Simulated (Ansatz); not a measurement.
A nudged elastic band was laid between two geometries of C$_{3}$H$_{8}$FN (13 atoms, charge 0, multiplicity 1).

These are results of Ansatz, RKS B3LYP-D4/STO-3G, not measurements.

```json
{
  "movable images": "5",
  "climbing image": "yes",
  "spring": "5.0 eV/Å²",
  "optimiser": "quadratic models (default)",
  "start path": "IDPP",
  "force threshold": "0.03 eV/Å",
  "iteration limit": "60",
  "end points": "relaxed"
}
```

Initial state:

```xyz
13
Properties=species:S:1:pos:R:3
C -1.758 0.257 -0.785
N -0.591 -0.571 -0.282
C 0.425 0.346 0.385
C 1.652 -0.515 0.851
F 0.851 1.390 -0.468
H -1.457 1.109 -1.428
H -2.308 0.656 0.085
H -2.433 -0.401 -1.358
H -0.104 -0.925 -1.158
H -0.088 0.786 1.280
H 1.307 -1.300 1.540
H 2.139 -0.987 -0.015
H 2.386 0.122 1.368
```

Final state:

```xyz
13
Properties=species:S:1:pos:R:3
C -1.087 -0.184 -1.229
N -1.171 -0.274 0.279
C 0.003 0.454 0.939
C 1.446 -0.006 0.479
F -0.154 1.828 0.699
H -0.203 -0.684 -1.675
H -1.066 0.882 -1.509
H -1.997 -0.643 -1.655
H -1.031 -1.298 0.523
H -0.099 0.234 2.036
H 1.547 -1.097 0.587
H 1.628 0.270 -0.569
H 2.205 0.482 1.108
```

(1) What changes between the two ends?

(2) What energy profile does the band end with?

(3) What is the geometry of the highest image?

(4) What are the harmonic wavenumbers there?

Answers

(1) No bond is made or broken. The dihedral H9–N2–C3–F5 goes from 57 to -178°.

(2) The run converged. The highest image is number 3 of 0 to 6, 5.8 kcal/mol above the first end and 2.2 kcal/mol above the last; the last end lies 3.6 kcal/mol above the first. A vibrational analysis at the climbing image gives one clearly imaginary mode, 114i cm⁻¹: a first-order saddle point. Limits of this set-up: minimal basis.

```csv
image,path coordinate (Å),energy (kcal/mol),dihedral H9–N2–C3–F5 (°)
0,0.00,0.0,57
1,0.91,1.4,78
2,1.83,4.3,102
3,2.74,5.8,127
4,3.50,5.1,148
5,4.26,4.0,167
6,5.01,3.6,-178
```

(3) 
```xyz
13
Properties=species:S:1:pos:R:3:forces:R:3
C -1.486 0.177 -1.047 0.00 0.01 0.00
N -0.931 -0.535 0.173 0.00 -0.01 0.00
C 0.192 0.325 0.817 0.00 0.00 0.02
C 1.615 -0.299 0.564 0.00 -0.01 0.00
F 0.140 1.641 0.336 0.00 0.01 -0.01
H -0.725 0.459 -1.804 0.00 0.00 0.00
H -2.008 1.092 -0.723 0.00 0.00 -0.01
H -2.219 -0.498 -1.522 0.00 0.00 0.00
H -0.422 -1.378 -0.225 0.00 0.00 0.00
H -0.005 0.331 1.924 0.00 0.00 0.00
H 1.648 -1.321 0.971 0.00 0.00 0.00
H 1.834 -0.332 -0.514 0.00 0.00 0.00
H 2.388 0.304 1.065 0.00 0.00 0.00
```

(4) 114i, 203, 214, 283, 359, 425, 593, 776, 932, 994, 1089, 1131, 1178, 1193, 1230, 1298, 1410, 1474, 1546, 1570, 1583, 1661, 1670, 1677, 1678, 3226, 3262, 3306, 3421, 3470, 3480, 3482, 3544 cm⁻¹.

Run time: 72 s on 1 thread of Arm Neoverse V2, with other jobs on the host, peak memory 0.099 GiB.
